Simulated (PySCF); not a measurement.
Compound: C5H5N.
SMILES: `[H]/N=C/C=C\C#C`

Computed with TDDFT CAM-B3LYP/def2-SVPD, vertical, gas phase, core orbitals frozen in the response in PySCF 2.14.0, density-fitted response routines. The structure is a single PBE0-D3(BJ)/def2-SVP conformer in the gas phase; no vibrational or solvent corrections. Torsions of this conformer, `[H]/[N:6]=[CH:5]/[CH:4]=[CH:3]\[C:2]#[CH:1]`: C3–C4–C5–N6 180°.

Computed states:

| state | E (eV) | f |
| --- | --- | --- |
| S1 | 4.45 | 0.0006 |
| S2 | 4.99 | 0.439 |
| S3 | 5.18 | 0.0002 |
| S4 | 6.11 | 0.0004 |
| S5 | 6.75 | 0.203 |
| S6 | 7.06 | 0.069 |
| S7 | 7.09 | 0.0091 |
| S8 | 7.36 | 0.0044 |
| S9 | 7.52 | 0.019 |
| S10 | 7.54 | 0.043 |

Each state is given a Gaussian of 0.3 eV full width at half maximum, with ε(max) = 2.175×10⁸ f / Δν̃ (Δν̃ the width in cm⁻¹). The width is an assumption, not a result. The curve ends short of the highest state used, and states not computed would add to its high-energy end.

Question: Give the broadened spectrum and its maxima.

Answer: 
E (eV), ε (L mol⁻¹ cm⁻¹) and a bar:
```
     4.00          0 
     4.13          2 
     4.25         16 
     4.38         47 
     4.51         82 
     4.64        947 #
     4.77       9028 #######
     4.89      29201 #######################
     5.02      38287 ##############################
     5.15      17734 ##############
     5.28       2909 ##
     5.40        220 
     5.53          5 
     5.66          0 
     5.79          2 
     5.92         14 
     6.04         35 
     6.17         35 
     6.30         46 
     6.43        745 #
     6.55       5173 ####
     6.68      15603 ############
     6.81      17403 ##############
     6.94      10457 ########
```

Maxima: 249 nm (4.99 eV), ε about 39000, made up of S2 (100%); 203 nm (6.11 eV), ε about 40, made up of S4 (100%); 183 nm (6.76 eV), ε about 19000, made up of S5 (98%) (ε in L mol⁻¹ cm⁻¹; maxima over ε = 5, shares over 10%).

Question: Coming from long wavelengths, where does ε first pass 100 L mol⁻¹ cm⁻¹?

Answer: At about 274 nm (4.53 eV), 0.08 eV above S1.

Question: What would ε be at 4.99 eV, the highest of these maxima, with half the width (0.15 eV)?

Answer: About 78900 L mol⁻¹ cm⁻¹ against 39400, a factor of about 2.00; a lone state at its own centre would give exactly 2.

Question: On this curve, what absorbance would a 10⁻⁵ mol/L sample give at 248 nm over a 1 cm path?

Answer: 248 nm is 4.999 eV, where ε is about 39000 L mol⁻¹ cm⁻¹, so A = ε c l ≈ 0.39 (Beer–Lambert, with the gas-phase spectrum and the assumed width).

All these states lie below the vertical ionisation energy of 9.25 eV (ΔSCF).

The run took 74 s on one thread, Arm Neoverse V1, no GPU, shared host.
